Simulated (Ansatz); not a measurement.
A made-up structure of CH2NS (charge +1), singlet:

N1  (-0.863, -0.819, -0.116)
C2  (0.080, -0.197, 0.071)
S3  (1.496, 0.599, 0.382)
H4  (0.305, -0.900, -0.690)
H5  (0.985, 1.777, -0.055)
(Å)

It is relaxed with PBE-D4/def2-SVP and then PBE0-D4/def2-TZVP (Ansatz 0.2.0). Atoms count as bonded within 1.22 times the sum of their covalent radii (H–H: 0.88 Å). The end point is not checked to be a true minimum.

**Question.** Does its bonding change? (Judge from chemistry; the calculation decides.)

**Answer.** Computed: Yes. Formed: N1–H4; broken: C2–H4.

Where it ends: The first stage lowers the energy by 3.43 eV in 15 steps. It ends as CH₂NS ([NH][C][SH]), total charge +1:
| atom | x (Å) | y (Å) | z (Å) |
| --- | --- | --- | --- |
| N1 | -0.1972 | -0.8694 | -0.4644 |
| C2 | 0.4219 | -0.0700 | 0.0715 |
| S3 | 1.3350 | 1.0048 | 0.9359 |
| H4 | -0.7436 | -1.5704 | -0.9406 |
| H5 | 1.1864 | 1.9649 | -0.0094 |

Labels in which every atom is bracketed show which atoms are joined, not bond orders.

For scale, one of the runs: PBE0-D4/def2-TZVP relaxation, 111 basis functions, launched by `ansatz run in.yaml --threads 2 --pin off --events-out ev --progress --plain --max-ram 4352MiB`. The run took about 11 s on 2 CPU threads of an Arm Neoverse V2 (shared host).
